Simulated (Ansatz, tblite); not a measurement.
Cost and result up the ladder for the cluster S3⁺ (3 atoms). The state is a doublet with charge 1. Geometry: PBE-D4/def2-TZVP.

```xyz
3

S     0.3354    1.1818    0.0048
S     0.6302   -0.7232    0.6005
S    -0.9657   -0.4586   -0.6052
```

Ansatz on 4 threads of Arm Neoverse V1 on a shared host; xTB runs through tblite on one thread. Times are rough, summed over both states, and most runs start from the orbitals of an earlier one. CCSD(T)/def2-TZVPP serves as the yardstick here, not as an exact answer. The other state is a quartet at its own geometry, which has other bonds, so the gap mixes isomer and spin.

The xTB rows come from tblite. HSE06 is defined as in plane-wave codes, on full-range PBE exchange. Correlated methods freeze 15 core orbitals. The structure comes from a short search, and lower isomers may exist.

Correlated methods converge slowly with the basis.

xTB has no spin-polarisation term.

| level | functions | wall time |
| --- | --- | --- |
| GFN1-xTB | 27 | 0.005 s |
| GFN2-xTB | 27 | 0.005 s |
| MP2/def2-TZVP | 111 | 1.5 s |
| PBE-D4/def2-TZVP | 111 | 1.9 s |
| BLYP-D4/def2-TZVP | 111 | 2 s |
| RPA@PBE/def2-TZVP | 111 | 2.5 s |
| HF/def2-TZVP | 111 | 2.7 s |
| HSE06-D4/def2-TZVP | 111 | 3 s |
| BHLYP-D4/def2-TZVP | 111 | 4.1 s |
| PBE0-D4/def2-TZVP | 111 | 5 s |
| r2SCAN-D4/def2-TZVP (with forces) | 111 | 5 s |
| CCSD(T)/def2-TZVPP | 126 | 10 s |
| ωB97X-V/def2-TZVP | 111 | 12 s |

Estimate what each level gives for the quartet − doublet (eV).


```tsv
level	quartet − doublet (eV)	difference from CCSD(T)/def2-TZVPP (eV)
GFN1-xTB	2.21	1.33
GFN2-xTB	1.48	0.59
MP2/def2-TZVP	0.99	0.11
PBE-D4/def2-TZVP	0.92	0.04
BLYP-D4/def2-TZVP	0.77	-0.11
RPA@PBE/def2-TZVP	0.90	0.02
HF/def2-TZVP	0.02	-0.87
HSE06-D4/def2-TZVP	0.84	-0.04
BHLYP-D4/def2-TZVP	0.63	-0.26
PBE0-D4/def2-TZVP	0.84	-0.04
r2SCAN-D4/def2-TZVP (with forces)	0.76	-0.12
CCSD(T)/def2-TZVPP	0.88	0.00
ωB97X-V/def2-TZVP	0.95	0.07
```
